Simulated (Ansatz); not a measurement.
A calculation with Ansatz (development build ahead of 0.2.0).

```yaml
crystal:
  periodic: [false, false, false]
  atoms:
    - { symbol: C, position_ang: [-0.6446, 0.5367, -0.2142] }
    - { symbol: C, position_ang: [0.7425, 0.0161, -0.4448] }
    - { symbol: C, position_ang: [-0.0979, -0.5527, 0.659] }
    - { symbol: H, position_ang: [-1.421, 0.277, -0.9391] }
    - { symbol: H, position_ang: [-0.7565, 1.5359, 0.2155] }
    - { symbol: H, position_ang: [1.5863, 0.6566, -0.1741] }
    - { symbol: H, position_ang: [0.9218, -0.6023, -1.3287] }
    - { symbol: H, position_ang: [-0.4975, -1.5631, 0.5358] }
    - { symbol: H, position_ang: [0.167, -0.3041, 1.6904] }
basis:
  gaussian: { orbitals: def2-SVP }
magnetization:
  spin_polarized: true
  initial_magnetization: 2
hamiltonian:
  xc: hf
correlation:
  method: mp2
  frozen_orbitals: { C: 1, H: 0 }
output:
  forces: true
```

The input is written out in the form of the current development build from the run's settings.

Output:

* Converged: yes
* Reference energy: -116.64522 hartree
* Correlation energy: -0.40818 hartree
* Total energy: -117.05339 hartree
* Spin squared of the determinant: 2.026
* Stability test: minimum

Forces (eV/Å):
```csv
atom,Fx,Fy,Fz
C1,-4.371,1.415,3.869
C2,5.127,-2.139,2.275
C3,0.867,2.363,-0.038
H4,-0.438,-1.166,-1.986
H5,0.674,0.172,-0.190
H6,-0.421,0.583,-0.007
H7,-1.001,-0.955,-1.891
H8,-0.679,-1.041,-1.747
H9,0.242,0.767,-0.285
```

Caution: another spin multiplicity may lie lower; the determinant breaks the point group.
